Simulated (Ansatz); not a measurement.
Z-matrix (Å, degrees):
```
B
Cl 1 1.7416
Cl 1 1.7417 2 120.01
Cl 1 1.7417 2 120.00 3 179.98
```
Charge 0, multiplicity 1.

These are frozen-core CCSD(T)/cc-pVTZ // r2SCAN-D4/def2-TZVP (Ansatz, a quantum-chemistry and plane-wave program) values and carry that method's errors.

```
Property                         Value
----------------------  --------------
HF energy               -1403.37537 Ha
MP2 correlation energy     -0.65844 Ha
```

Problem. Estimate the CCSD correlation energy, the (T) correction, the total energy and the T1 diagnostic.

Solution. 
```json
{
 "CCSD correlation energy": "-0.70149 Ha",
 "(T) correction": "-0.03175 Ha",
 "CCSD(T) total energy": "-1404.10861 Ha",
 "T1 diagnostic": "0.011"
}
```
